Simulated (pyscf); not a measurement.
Thermochemistry of product channels of `[F][MoH]([F])([F])([F])[F]` on the singlet surface, in kcal/mol, from ωB97M-D3(BJ)/def2-TZVP energies (ideal gas, 1 atm, RRHO with modes under 100 cm⁻¹ raised to 100, one conformer, R ln 2 for chiral ones without a mode under 150 cm⁻¹). Structures and frequencies: ωB97X-D3(BJ)/def2-SVP in PySCF.

```csv
products,ΔE,ΔH(298 K),ΔG(298 K),ΔG(600 K)
`[F][F]` + `[F][MoH]([F])[F]` [singlet],+144.8,+142.3,+129.8,+117.2
`[FH]` + `[F][Mo]([F])([F])[F]` [singlet],-3.5,-3.9,-14.6,-25.5
```

These are energies of the channels, which say nothing of barriers. The other spin state of F–MoH(F)–F [singlet] is not in these data. F–Mo(F)(F)–F [singlet] is an excited spin state, 14.6 kcal/mol over the triplet at ωB97X-D3(BJ)/def2-TZVP. 2 of the closed-shell references are unstable towards spin polarisation; treat their single-reference values with care. Elements past Kr carry the def2 core potentials, without spin-orbit coupling.
